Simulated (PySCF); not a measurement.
Computed NMR parameters against published values

Geometry:
| atom | x (Å) | y (Å) | z (Å) |
| --- | --- | --- | --- |
| C1 | -2.415 | 0.380 | 0.918 |
| C2 | -1.579 | -0.517 | 0.374 |
| C3 | -0.200 | -0.288 | 0.106 |
| C4 | 0.980 | -0.116 | -0.131 |
| C5 | 2.389 | 0.092 | -0.413 |
| H6 | -2.074 | 1.380 | 1.199 |
| H7 | -3.464 | 0.132 | 1.093 |
| H8 | -1.963 | -1.509 | 0.106 |
| H9 | 3.014 | -0.213 | 0.441 |
| H10 | 2.601 | 1.153 | -0.620 |
| H11 | 2.711 | -0.493 | -1.289 |

Computed data (PySCF): σ from GIAO-PBE0/pcSseg-1, geometry from PBE0-D3(BJ)/def2-SVP, J couplings at B3LYP/pcJ-1 (without the spin–dipole term). Single conformer, in vacuum, one averaged value for each set of equivalent atoms, non-relativistic Hamiltonian.

Reference values: measured (solution, not stated per compound (mostly CDCl3 or CCl4); Pretsch, Buehlmann, Badertscher, Structure Determination of Organic Compounds, 4th ed. (2009)).
```
atoms   quantity  reference  computed  computed, scaled
   H8  δ $^{1}$H       5.62      5.88              5.79
   H6  δ $^{1}$H       5.39      5.82              5.73
   H7  δ $^{1}$H       5.24      5.64              5.56
```

Computed shifts are σ(ref) − σ with the named reference compound (TMS for H and C) calculated as an isolated molecule at the same level. The measured values may be among those fitted. Expected solution values come from regression of measured δ (H and C: mostly CDCl3, vs TMS) on computed σ: $^{1}$H: δ = 29.91 − 0.950σ (rms 0.21 ppm, 511 shifts, 0.22 ppm with the 3 outliers that the fit left out). A few per cent of atoms miss by over 2 rms, more outside the fitted compound classes.

Coupling constants in Hz:
```tsv
coupling	reference	computed	source
$^{3}J$(H8,H7) cis	11.1	12.7	measured; solution (compiled); Pretsch, Buehlmann, Badertscher, Structure Determination of Organic Compounds, 4th ed., Springer 2009
$^{3}J$(H8,H6) trans	17.0	18.9	measured; solution (compiled); Pretsch, Buehlmann, Badertscher, Structure Determination of Organic Compounds, 4th ed., Springer 2009
$^{2}J$(H6,H7)	2.3	2.6	measured; solution (compiled); Pretsch, Buehlmann, Badertscher, Structure Determination of Organic Compounds, 4th ed., Springer 2009
```

Task: How far are the unscaled $^{1}$H shifts from the references?

Result: Mean signed difference +0.36 ppm, mean absolute 0.36 ppm over 3 comparisons; the largest is +0.43 ppm at H6 (hydrogen on a terminal =CH2 carbon).

Unscaled 3J(H,H) at this level run about 10 % above measured values.
